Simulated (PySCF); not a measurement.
Isopropylamine, SMILES CC(C)N, singlet, PBE0/def2-SVP optimised geometry.

```
13

C      0.67     0.76    -1.25
C      0.17     0.05     0.00
C     -1.35     0.02     0.06
N      0.68    -1.32     0.00
H      0.30     1.80    -1.29
H      0.32     0.23    -2.15
H      1.77     0.79    -1.28
H      0.53     0.64     0.88
H     -1.69    -0.49     0.98
H     -1.75    -0.54    -0.80
H     -1.77     1.03     0.06
H      0.40    -1.80     0.85
H      1.70    -1.32     0.00
```

Density from PBE0/def2-TZVP (PySCF 2.14.0) at that geometry.

Minimum of the electron density along straight lines between bonded atoms, close to the bond critical point (lines longer than 1.1 times the sum of covalent radii, or with two minima, are not listed):

| bond | length / Å | ρ at the minimum / e bohr⁻³ | ∇²ρ there / e bohr⁻⁵ | position (fraction from the first atom) |
|---|---|---|---|---|
| C1–C2 | 1.522 | 0.252 | -0.64 | 0.50 |
| C2–C3 | 1.522 | 0.252 | -0.64 | 0.50 |
| C2–N4 | 1.456 | 0.271 | -0.72 | 0.41 |
| C1–H5 | 1.101 | 0.271 | -0.91 | 0.64 |
| C1–H6 | 1.101 | 0.272 | -0.91 | 0.64 |
| C1–H7 | 1.102 | 0.270 | -0.90 | 0.64 |
| C2–H8 | 1.114 | 0.271 | -0.91 | 0.64 |
| C3–H9 | 1.102 | 0.270 | -0.90 | 0.64 |
| C3–H10 | 1.101 | 0.272 | -0.91 | 0.64 |
| C3–H11 | 1.101 | 0.271 | -0.91 | 0.64 |
| N4–H12 | 1.019 | 0.335 | -1.56 | 0.73 |
| N4–H13 | 1.019 | 0.335 | -1.56 | 0.73 |
